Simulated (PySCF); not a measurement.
C4H4N2.
Structure used (PBE0-D3(BJ)/def2-SVP), in Å, numbered top down from 1:
```xyz
10
C4H4N2 angstrom
C     -1.386    0.721    0.975
N     -0.930   -0.339    0.446
C      0.287   -0.322   -0.244
C      0.759   -1.450   -0.804
C      1.030    0.913   -0.353
N      1.577    1.934   -0.410
H     -2.344    0.672    1.508
H     -0.874    1.701    0.935
H      0.176   -2.367   -0.707
H      1.704   -1.463   -1.348
```

Method: core-valence-separated Tamm–Dancoff BHandHLYP/aug-pcX-1 (pcseg-1 on H) in PySCF, non-relativistic, gas phase, PBE0-D3(BJ)/def2-SVP geometry. No empirical shift is added; at this level the pattern usually sits a few eV under experiment.

Problem. What does the N 1s absorption edge look like?

Solution. 
| E (eV) | f | core hole on | main final orbital | polarisation |
| --- | --- | --- | --- | --- |
| 396.37 | 0.0562 | N2 | LUMO (44 %) | out of plane |
| 396.94 | 0.0573 | N6 | LUMO+1 (45 %) | out of plane |
| 397.20 | 0.0648 | N6 | LUMO+5 (39 %) | in plane |
| 399.84 | 0.0063 | N2 | LUMO (53 %) | out of plane |
| 400.44 | 0.0026 | N6 | LUMO (69 %) | out of plane |
| 401.40 | 0.0001 | N6 | LUMO+4 (37 %) | – |
| 401.50 | 0.0224 | N2 | LUMO+5 (53 %) | in plane |
| 401.84 | 0.0024 | N2 | LUMO+3 (36 %) | in plane |
| 402.24 | 0.0009 | N6 | LUMO+3 (53 %) | – |
| 402.44 | 0.0004 | N2 | LUMO+3 (59 %) | – |
| 402.69 | 0.0001 | N6 | LUMO+2 (44 %) | – |

The first line with a tenth or more of the strongest one's intensity is at 396.37 eV (f = 0.056), with the hole on N2 (imine nitrogen), polarised out of plane: a 1s→π* resonance. The strongest listed is at 397.20 eV (f = 0.065; N6).

Problem. List the carbon K-edge absorption lines.

Solution. 
```csv
E (eV),f,core hole on,main final orbital,polarisation
281.83,0.0622,C4,LUMO (81 %),out of plane
282.44,0.0670,C1,LUMO (59 %),out of plane
283.63,0.0395,C5,LUMO (40 %),out of plane
283.82,0.0538,C3,LUMO (79 %),out of plane
283.89,0.0636,C5,LUMO+5 (46 %),in plane
286.11,0.0092,C5,LUMO (59 %),out of plane
286.62,0.0105,C4,LUMO+2 (81 %),in plane
287.04,0.0014,C4,LUMO+1 (88 %),out of plane
287.07,0.0018,C3,LUMO+1 (83 %),out of plane
287.10,0.0293,C4,LUMO+4 (32 %),in plane
287.31,0.0003,C1,LUMO+1 (66 %),–
287.40,0.0123,C1,LUMO+3 (78 %),in plane
287.54,0.0007,C5,LUMO+2 (30 %),–
287.88,0.0077,C3 + C4,"LUMO+5 (2 roots, f summed)",in plane
288.14,0.0344,C1,LUMO+4 (40 %),in plane
288.20,0.0076,C4,LUMO+7 (77 %),out of plane
288.24,0.0004,C4,LUMO+3 (41 %),–
```

The first line with a tenth or more of the strongest one's intensity is at 281.83 eV (f = 0.062), with the hole on C4 (terminal =CH2 carbon), polarised out of plane: a 1s→π* resonance. The strongest listed is at 282.44 eV (f = 0.067; C1, 1s→π*).

Roots within 0.03 eV whose holes lie on the same, on equivalent or on shared atoms are summed into one line, and the highest roots are left out, as the search may have cut off their partners. Final orbitals are the ground state's empty Kohn–Sham orbitals. A dash: too weak, shared between unlike atoms, or no plane or axis to refer to.

Problem. What is the summed oscillator strength of the listed N K lines, and their intensity-weighted mean energy?

Solution. Σf = 0.214 over 11 lines from 396.37 to 402.69 eV; the weighted mean is 397.57 eV. The strongest line holds 30 % of the sum.

Only the lowest roots of each edge were sought.

Hardware: an x86-64 server with one thread, shared host. Cost: 14 s of wall time.

One conformer stands for the species.
